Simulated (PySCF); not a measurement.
# trisilane (Si₃H₈): electronic excitations and core binding energies

What electronic excitations and core binding energies should trisilane (Si₃H₈) (`[SiH3][SiH2][SiH3]`) show?

Programs: PySCF 2.14.0, with density-fitted response routines of our own. Each step states its level of theory. These are calculated values for one molecule in the gas phase, unless marked as measured. Atoms are numbered from 0 throughout.

## (1) The molecule as given

11 atoms, charge 0, multiplicity 1; geometry from: GFN2-xTB.

Bonds of the start (Å): Si0–Si1 2.31, Si1–Si2 2.31, Si0–H3 1.46, Si0–H4 1.47, Si0–H5 1.47, Si1–H6 1.47, Si1–H7 1.47, Si2–H8 1.47, Si2–H9 1.47, Si2–H10 1.46.

## (2) TDDFT and polarisability: PBE0/def2-SVPD

Job settings and geometry (Å):

```
{"job": {"kind": "uv", "xc": "PBE0", "basis": "def2-SVPD", "nstates": 8, "ntriplets": 3}, "charge": 0, "multiplicity": 1}
Si     1.857177     0.720771    -0.045057
Si     0.176427    -0.869693    -0.102050
Si    -1.986809    -0.075656     0.114202
H      3.209574     0.176561    -0.187458
H      1.699769     1.709875    -1.115283
H      1.847318     1.470383     1.214530
H      0.428898    -1.881285     0.939532
H      0.287228    -1.649305    -1.347855
H     -2.319845     0.877064    -0.948706
H     -2.174867     0.637399     1.380983
H     -3.019445    -1.113441     0.071199
```

Method: TDDFT PBE0/def2-SVPD, vertical, gas phase, core orbitals frozen in the response.

**Question.** This job is followed by: delta-SCF UKS SCAN, pcX-2 on the ionised atom, pcseg-1 elsewhere, spin-free X2C. Predict these results of the whole session: lowest singlet (PBE0/def2-SVPD); lowest triplet; Si1s binding energies, SCAN/pcX-2; Si2p binding energies, SCAN/pcX-2.

As calculated:

| quantity | value |
| --- | --- |
| lowest singlet (PBE0/def2-SVPD) | 6.99 eV (177 nm), f = 0.261 |
| lowest triplet | 5.88 eV |
| Si1s binding energies, SCAN/pcX-2 | Si0 1846.13, Si1 1845.94 eV |
| Si2p binding energies, SCAN/pcX-2 | Si0 106.69, Si1 106.52 eV |

**Reading.** The first singlet state (HOMO→LUMO 0.86) lies at 6.99 eV and is bright. The lowest triplet lies 1.11 eV below the lowest singlet (triplets in Tamm-Dancoff, singlets in full TDDFT). The Si1s levels kept as sound span 0.20 eV, from Si1 (silicon bonded to 2 Si, 2 H) up to Si0 (silicon bonded to Si, 3 H). Si0 (silicon bonded to Si, 3 H) binds its Si2p electron 0.17 eV more tightly than Si1 (silicon bonded to 2 Si, 2 H).
